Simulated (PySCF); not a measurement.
Molecule: `C=C1CCC1=C`, C6H8.

Bonds (- single, = double, # triple, : aromatic): C1=C2, C2-C3, C3-C4, C4-C5, C5=C6, C5-C2. C1 carries H7, H8; C3 carries H9, H10; C4 carries H11, H12; C6 carries H13, H14. H13 is cis to C2; H7 is cis to C3; H14 is trans to C2; H8 is trans to C3.

Frames of a GFN2-xTB Langevin trajectory at 600 K; GIAO PBE0/pcSseg-1 shieldings in PySCF 2.14.0 with density-fitted response routines, gas phase, non-relativistic; equivalent atoms averaged within each frame.

δ = σ(ref) − σ, references computed at the same level: ¹³C (186.93 ppm) and ¹H (31.72 ppm) against TMS. The references are static minima.

How do the shifts (ppm) fluctuate along the trajectory?

## Answers


```csv
time (fs),C2/C5,C1/C6,C3/C4,H8/H13,H7/H14,H9/H10/H11/H12
optimised geometry,155.4,111.2,28.5,5.68,5.16,2.66
250,155.4,112.8,34.4,5.91,5.15,2.81
425,152.8,108.6,28.8,6.62,5.53,3.02
625,150.5,112.7,34.0,6.42,5.87,2.95
800,164.6,117.7,35.5,6.07,6.03,3.06
1000,150.3,106.9,37.3,5.12,5.78,3.61
mean of frames,154.7,111.8,34.0,6.03,5.67,3.09
standard deviation,5.9,4.2,3.2,0.58,0.34,0.31
```

5 frames give an uncertainty of the mean of about the standard deviation over 2.2 at best, since frames this close in time may not be independent; classical motion lacks zero-point vibration, and the reference would need the same averaging.
